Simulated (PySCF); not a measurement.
**Level sweep**

Species: ClF.
Atom-mapped SMILES: `[F:1][Cl:2]`

PySCF, dipoles from the SCF density, polarisabilities from static response with core orbitals frozen. Isolated species at its PBE0-D3(BJ)/def2-SVP geometry, gas phase.

Question: How do dipole and polarisability depend on functional and basis here?

Answer: 

| level | μ (D) | error (%) | α (Å³) | error (%) | anisotropy (Å³) |
| --- | --- | --- | --- | --- | --- |
| LDA/def2-SVPD | 0.875 | -0.5 | 2.76 | +2.9 | 0.88 |
| PBE/def2-SVPD | 0.827 | -6.0 | 2.76 | +3.0 | 0.89 |
| B3LYP/def2-SVPD | 0.965 | +9.7 | 2.70 | +0.6 | 0.96 |
| PBE0/def2-SVPD | 0.936 | +6.3 | 2.67 | -0.6 | 0.95 |
| BHandHLYP/def2-SVPD | 1.094 | +24.4 | 2.61 | -2.7 | 1.03 |
| CAM-B3LYP/def2-SVPD | 1.027 | +16.7 | 2.68 | -0.3 | 0.98 |
| wB97X-D/def2-SVPD | 0.964 | +9.6 | 2.66 | -1.0 | 0.97 |
| LC-wPBE/def2-SVPD | 1.012 | +15.0 | 2.63 | -2.0 | 0.97 |
| HF/def2-SVPD | 1.247 | +41.7 | 2.55 | -5.1 | 1.13 |
| PBE0/6-31G* | 0.935 | +6.3 | 1.52 | -43.2 | 1.35 |
| PBE0/def2-SVP | 1.147 | +30.4 | 1.46 | -45.6 | 1.39 |
| PBE0/6-31+G* | 1.086 | +23.4 | 1.87 | -30.2 | 1.37 |
| PBE0/aug-cc-pVDZ | 0.881 | +0.2 | 2.53 | -5.7 | 1.07 |
| PBE0/def2-TZVP | 0.965 | +9.7 | 1.92 | -28.3 | 1.41 |
| PBE0/def2-TZVPD | 0.874 | -0.7 | 2.73 | +1.9 | 0.97 |
| PBE0/aug-cc-pVTZ | 0.875 | -0.5 | 2.68 | -0.1 | 1.00 |

Reference dipole: 0.880 D (measured, gas; NIST CCCBDB Release 22 (SRD 101), experimental dipoles). Reference dipole: 0.880 D (computed, CCSD(T)/CBS, all electrons, equilibrium geometry, gas; Hait, Head-Gordon, J. Chem. Theory Comput. 14 (2018) 1969). Reference dipole: 0.850 D (measured, gas; Liu, Meijer, Perez-Rios, Phys. Chem. Chem. Phys. 22 (2020) 24191). Reference polarisability: 2.683 Å³ (computed, CCSD(T)/CBS, static electronic, isotropic average, equilibrium geometry, gas; Hait, Head-Gordon, Phys. Chem. Chem. Phys. 20 (2018) 19800). Errors are taken against the first value of each kind. The anisotropy is √(½[(α1 − α2)² + (α2 − α3)² + (α3 − α1)²]). For the dipole, the smallest error is 0.2% (PBE0/aug-cc-pVDZ) and the largest 41.7% (HF/def2-SVPD). For the polarisability, the smallest error is 0.1% (PBE0/aug-cc-pVTZ) and the largest 45.6% (PBE0/def2-SVP). The dipole runs from 0.83 D (PBE/def2-SVPD) to 1.25 D (HF/def2-SVPD). In one basis (def2-SVPD) the functionals order the polarisability from HF (lowest) to PBE (highest), a spread of 9%. With PBE0 the polarisability is 1.64 Å³ without diffuse functions (mean of 6-31G*, def2-SVP and def2-TZVP) and 2.50 Å³ with them (mean of 6-31+G*, def2-SVPD, aug-cc-pVDZ, def2-TZVPD and aug-cc-pVTZ). Measured values can belong to vibrating molecules; the computed ones are for one fixed geometry.
